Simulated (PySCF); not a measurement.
Worked example: building the atomization energy of CO$_{2}$, singlet

Measured: the G2/97 heats of formation, with zero-point and thermal terms from B3LYP taken off, give an electronic atomization energy of 389.3 kcal/mol (Curtiss et al., J. Chem. Phys. 106, 1063 (1997); Staroverov et al., J. Chem. Phys. 119, 12129 (2003)). The calculation below tries to reproduce it.

Geometry (MP2(full)/6-31G*, from the G2/97 set):

```tsv
atom	x (Å)	y (Å)	z (Å)
C	0.0000	0.0000	0.0000
O	0.0000	0.0000	-1.1787
O	0.0000	0.0000	1.1787
```

Atomization energies (atoms less molecule, kcal/mol) from PySCF 2.14.0, frozen cores, restricted molecule, unrestricted atoms (their steps beyond CCSDT from full CI of the atoms), sets cc-pVDZ, cc-pVTZ, cc-pVQZ:

```csv
level,DZ,TZ,QZ
HF,235.59,242.68,243.54
CCSD(T),356.37,375.22,382.73
CCSDT,356.19,–,–
CCSDT(Q),357.46,–,–
```

Problem. Extrapolate Hartree–Fock with exp(−5.46 √X) and the CCSD(T) correlation part with X⁻³ (X = 3, 4), add each higher step from the largest set that has it, and compare with the measured value.

Solution. Hartree–Fock: 243.54 + (243.54 − 242.68) × 0.301 = 243.80.
Correlation: TZ 132.54, QZ 139.19; (64 × 139.19 − 27 × 132.54) / 37 = 144.04.
Full triples (DZ): 356.19 − 356.37 = -0.18.
(Q) (DZ): 357.46 − 356.19 = 1.27.
Sum: 388.9 kcal/mol, 0.4 below the measured 389.3.

The steps beyond CCSD(T) add 1.09 kcal/mol, while going from QZ to the limit adds 5.11. Core correlation, scalar relativity, spin–orbit terms and the relaxation from this MP2 geometry are missing from the sum, and the measured value has its own uncertainty.
